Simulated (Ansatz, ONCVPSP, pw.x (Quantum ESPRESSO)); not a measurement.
# pw.x on sc Nb: one setting changed

Potential: optimised norm-conserving Vanderbilt (ONCV), ONCVPSP 4.0.1.1 (patched build), PBEsol; core [Ar] 3d10, reference 4s2 4p6 4d4 5s1; waves: 4s+5s: rc 1.85 bohr, ncon 5, nbas 9, qcut 6 1/bohr, 2 projectors; 4p: rc 1.35 bohr, ncon 3, nbas 6, qcut 5.8 1/bohr, 2 projectors, debl 2.4 Ha; 4d: rc 1.35 bohr, ncon 3, nbas 6, qcut 7.1 1/bohr, local; local part: the d channel; core correction: Teter function, fcfact 2.25, rcfact 1.8.

The reference run (k-mesh 12³, cutoffs 155/620 Ry, Fermi–Dirac 0.01 Ry, mixing_beta 0.4, conv_thr 1e-9, no spin) gives 1.91 GPa at 19.173 Å³/atom, where all-electron LAPW gives 1.63 GPa. This run, with its own iteration cap, changes mixing_mode to local-TF.

```
&control
  calculation='scf', prefix='x', pseudo_dir='./', outdir='./tmp', tstress=.true., disk_io='none'
/
&system
  ibrav=0, nat=1, ntyp=1, ecutwfc=155, ecutrho=620, nbnd=14,
  occupations='smearing', smearing='fd', degauss=0.01
/
&electrons
  conv_thr=1e-09, mixing_beta=0.4, electron_maxstep=50, mixing_mode='local-TF'
/
ATOMIC_SPECIES
Nb 1.0 Nb.UPF
CELL_PARAMETERS angstrom
  2.67647602 0.00000000 0.00000000
  0.00000000 2.67647602 0.00000000
  0.00000000 0.00000000 2.67647602
ATOMIC_POSITIONS crystal
Nb 0.0000 0.0000 0.0000
K_POINTS automatic
12 12 12 0 0 0
```

```bash
pw.x < Nb.scf.in > Nb.scf.out
```

Task: How does the run end?

Result: It converges in 7 iterations; the free energy moves by +0.0 meV/atom and the pressure by +0.00 GPa. The result is that of the reference run.

```
Message from routine setup:
     using ibrav=0 with symmetry is DISCOURAGED, use correct ibrav instead
     lattice parameter (alat)  =       5.0578  a.u.
     unit-cell volume          =     129.3858 (a.u.)^3
     number of electrons       =        13.00
     number of Kohn-Sham states=           14
     kinetic-energy cutoff     =     155.0000  Ry
     charge density cutoff     =     620.0000  Ry
     scf convergence threshold =      1.0E-09
     Exchange-correlation= PBESOL
     number of k points=    84  Fermi-Dirac smearing, width (Ry)=  0.0100
     iteration #  1     ecut=   155.00 Ry     beta= 0.40
     total energy              =    -121.13651902 Ry
     estimated scf accuracy    <       0.06613683 Ry
     iteration #  2     ecut=   155.00 Ry     beta= 0.40
     total energy              =    -121.12157092 Ry
     estimated scf accuracy    <       0.02994727 Ry
     iteration #  3     ecut=   155.00 Ry     beta= 0.40
     total energy              =    -121.12702968 Ry
     estimated scf accuracy    <       0.00005957 Ry
     iteration #  4     ecut=   155.00 Ry     beta= 0.40
     total energy              =    -121.12705656 Ry
     estimated scf accuracy    <       0.00001929 Ry
     iteration #  5     ecut=   155.00 Ry     beta= 0.40
     total energy              =    -121.12705616 Ry
     estimated scf accuracy    <       0.00000126 Ry
     iteration #  6     ecut=   155.00 Ry     beta= 0.40
     total energy              =    -121.12705636 Ry
     estimated scf accuracy    <       0.00000003 Ry
     iteration #  7     ecut=   155.00 Ry     beta= 0.40
     the Fermi energy is    16.6250 ev
!    total energy              =    -121.12705637 Ry
     estimated scf accuracy    <          7.0E-10 Ry
     smearing contrib. (-TS)   =      -0.00444987 Ry
     The total energy is F=E-TS. E is the sum of the following terms:
     one-electron contribution =     -21.67487647 Ry
     hartree contribution      =      17.56479911 Ry
     xc contribution           =     -22.20794158 Ry
     ewald contribution        =     -94.80458755 Ry
     convergence has been achieved in   7 iterations
          total   stress  (Ry/bohr**3)                   (kbar)     P=       19.05
     Message from routine punch:
     Nothing written, as per user request (disk_io='none')
```

The run took about 40 s on one core of a shared host (Intel(R) Xeon(R) Platinum 8488C, 96 threads, 744 GiB, load 38).
